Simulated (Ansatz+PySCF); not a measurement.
Values are calculated unless marked as measured or tabulated.
# Several solutions for triplet LiNH₂ in separate pieces

```xyz
4

N     0.0000    0.0000   -0.4711
H     0.0000    0.0000    3.2974
Li   30.0000    0.0000   -0.3995
H    30.0000    0.0000    1.1984
```

Basis set: 6-31G (spherical functions). Charge 0, multiplicity 3.

CASSCF(4,4) was run from several starts with Ansatz (development build ahead of 0.2.0) and PySCF 2.14.0. The starts are those of the Hartree–Fock orbitals from which the active space was taken at the frontier.

```csv
run,program,start,converged,energy (hartree),<S²>
A,Ansatz,"atomic start, no search",yes,-62.73613,2.00
B,Ansatz,stability test followed,yes,-62.73613,2.00
C,Ansatz,search for the lowest state,yes,-62.85966,2.00
D,PySCF,program defaults,no,–,–
```

(1) Which runs reached the lowest solution of this kind, and what is wrong with the others?

Results:

(1) C reached the lowest solution found. Converged but too high: A by 3.36 eV, B by 3.36 eV. Convergence only shows a stationary point; in CASSCF the end hangs on which orbitals enter the active space. Not converged: D. Caution: other starts end on other solutions of this active space.
